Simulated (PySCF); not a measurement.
Species: N-methyl-tert-butylamine, C₅H₁₃N.
Bonds: C1–N2, N2–C3, C3–C4, C3–C5, C3–C6. Hydrogens: H7, H8, H9 on C1; H10 on N2; H11, H12, H13 on C4; H14, H15, H16 on C5; H17, H18, H19 on C6.

Computed by this run: PBE0-D3(BJ)/def2-SVP geometry optimisation, gas phase in PySCF; density fitting, grid level 2; the optimiser is geomeTRIC in internal coordinates, started from a GFN2-xTB structure.

Step 0: E = -6874.3281 eV
```
atom  x, y, z in Å  |  force x, y, z in eV/Å
C1      2.0264   -0.6512   -0.0616   -0.579   0.232   0.417
N2      0.8418   -0.4732    0.7518    0.078  -0.048  -0.131
C3     -0.3566    0.0597    0.1064   -0.129   0.028   0.146
C4     -0.1616    1.4735   -0.4700   -0.055  -0.639   0.218
C5     -0.8071   -0.8932   -1.0041    0.185   0.390   0.453
C6     -1.4365    0.1059    1.1936    0.420  -0.076  -0.498
H7      2.3931    0.2670   -0.5438    0.180   0.210  -0.224
H8      2.8188   -1.0374    0.5790    0.336  -0.163   0.107
H9      1.8260   -1.3917   -0.8340    0.069  -0.270  -0.317
H10     1.0675    0.1141    1.5488   -0.005   0.037   0.105
H11     0.5547    1.4655   -1.2885    0.299   0.063  -0.341
H12    -1.1060    1.8554   -0.8496   -0.373   0.242  -0.208
H13     0.2001    2.1519    0.3016    0.127   0.300   0.291
H14    -0.8261   -1.9128   -0.6287   -0.024  -0.453   0.146
H15    -1.8051   -0.6236   -1.3397   -0.402   0.100  -0.207
H16    -0.1386   -0.8464   -1.8597    0.260  -0.034  -0.404
H17    -2.3881    0.4225    0.7754   -0.430   0.185  -0.130
H18    -1.5549   -0.8798    1.6346   -0.056  -0.418   0.203
H19    -1.1574    0.8030    1.9810    0.099   0.314   0.372
```

**Question.** Estimate the geometry and energy of step 1. (The exact step hangs on the optimiser's Hessian estimate; all steps are aligned on step 0, rigid shifts and turns removed.)

**Answer.** E = -6874.3762 eV, largest force 0.124 eV/Å
```
atom  x, y, z in Å  |  force x, y, z in eV/Å
C1      2.0272   -0.6294   -0.0630    0.090  -0.059  -0.061
N2      0.8439   -0.4797    0.7434   -0.049   0.055   0.059
C3     -0.3639    0.0546    0.1112    0.045  -0.016  -0.024
C4     -0.1631    1.4603   -0.4708    0.012   0.082  -0.018
C5     -0.8176   -0.8982   -0.9939   -0.034  -0.053  -0.058
C6     -1.4341    0.1054    1.1979   -0.069   0.008   0.062
H7      2.4045    0.2946   -0.5544   -0.032  -0.021   0.020
H8      2.8431   -1.0204    0.5663   -0.027   0.020  -0.028
H9      1.8618   -1.3758   -0.8576    0.014   0.035   0.032
H10     1.0562    0.0830    1.5645   -0.006  -0.019  -0.004
H11     0.5873    1.4631   -1.2775   -0.014  -0.001   0.028
H12    -1.1003    1.8584   -0.8927    0.023  -0.020   0.011
H13     0.1766    2.1601    0.3118   -0.011  -0.017  -0.025
H14    -0.8854   -1.9265   -0.6058   -0.003   0.029   0.000
H15    -1.8065   -0.6014   -1.3768    0.029  -0.002   0.004
H16    -0.1223   -0.8979   -1.8482   -0.013  -0.005   0.027
H17    -2.3942    0.4615    0.7923    0.031  -0.007   0.021
H18    -1.5819   -0.8940    1.6344    0.007   0.015  -0.013
H19    -1.1411    0.7917    2.0114    0.007  -0.024  -0.031
```

The energy changes by -0.0482 eV. The first-order estimate −F·Δx gives -0.0985 eV and the mean of the old and new forces, exact on a quadratic surface, -0.0465 eV. The step makes an angle of 72° with the force vector and moves no atom by more than 0.065 Å.

The cost below is that of the whole optimisation. The run took 32 s wall on an Arm Neoverse V2 with one thread, shared host with 32 logical CPUs at a one-minute load of 12, and the process peaked at 0.83 GiB of memory.
